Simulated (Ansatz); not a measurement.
Reaction: H2S (SMILES S) → H2S+ (parent SMILES S, doublet) + e-
Each species at its own B3LYP-D3(BJ)/def2-TZVP minimum (Ansatz, a quantum-chemistry and plane-wave program).

Wanted: adiabatic ionisation energy (electronic), in eV. UHF or UKS for unpaired electrons; spin-orbit terms are left out. CBS(X,Y): correlation extrapolated as X^-3, Hartree-Fock from the larger set (Q,5: extrapolated as (X+1)exp(-9√X)). A bracket is a step between two methods taken in the basis named. Functionals run without relativity, which enters their misses. 'core' is core correlation in cc-pwCVTZ (1s frozen past Ne), 'X2C' scalar relativity in cc-pVTZ-DK, both at CCSD(T).

CCSD(T)/CBS(cc-pV(Q+d)Z,cc-pV(5+d)Z) + [CCSDT(Q) - CCSD(T)]/cc-pV(Q+d)Z + [CCSDTQ - CCSDT(Q)]/cc-pV(D+d)Z + core + X2C (Ansatz) gives 10.49 eV.

### Question
What does PBE/def2-TZVPD (Ansatz) give here, and how do the other levels compare?

### Answer
PBE gives 10.36 eV, 0.13 eV below it. Differences of the others: B3LYP/def2-TZVPD (Ansatz) -0.07; PBE0/def2-TZVPD (Ansatz) -0.15; wB97M-V/def2-TZVPD (Ansatz) -0.07; CCSD(T)/CBS(cc-pV(Q+d)Z,cc-pV(5+d)Z) + core + X2C (Ansatz) -0.01 eV. Nearer than PBE: B3LYP/def2-TZVPD, wB97M-V/def2-TZVPD, CCSD(T)/CBS(cc-pV(Q+d)Z,cc-pV(5+d)Z) + core + X2C.
